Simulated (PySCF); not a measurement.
Vibration and rotation of LiSi⁺

UHF-CCSD(T) constants of LiSi⁺, ³Π (triplet), unpaired electrons σ ↑, π ↑ (Li 3-21G, Si 3-21G; no relativity (PySCF 2.14); masses 7.0160 and 27.9769 u):

- ωe: 264.6 cm⁻¹
- ωexe: 2.42 cm⁻¹
- Be: 0.36778 cm⁻¹
- αe: 0.00522 cm⁻¹
- D (centrifugal): 2.84e-06 cm⁻¹
- De to Li⁺ + Si: 0.79 eV

Question: Give the vibrational terms G(v) and spacings up to v = 6.

Answer: G(v) = ωe(v+½) − ωexe(v+½)².

| v | G(v) (cm⁻¹) | G(v) − G(v−1) | Bv (cm⁻¹) |
| --- | --- | --- | --- |
| 0 | 132 |  | 0.3652 |
| 1 | 391 | 260 | 0.3599 |
| 2 | 646 | 255 | 0.3547 |
| 3 | 896 | 250 | 0.3495 |
| 4 | 1142 | 245 | 0.3443 |
| 5 | 1382 | 240 | 0.3391 |
| 6 | 1618 | 236 | 0.3338 |

Question: How well does the Morse estimate ωe²/(4ωexe) reproduce De, and what is D0?

Answer: It gives 0.90 eV, 114 % of the computed De. D0 = De − G(0) = 0.79 − 0.02 = 0.77 eV.

Correlated steps freeze 5 core orbitals. For an ion De counts to the pair picked by the measured ionisation energies or electron affinities, which need not be the lowest pair at this level. 3-21G is very small, so such numbers show the basis as much as the molecule. The state was picked by a PBE0 search and need not be the measured ground state.
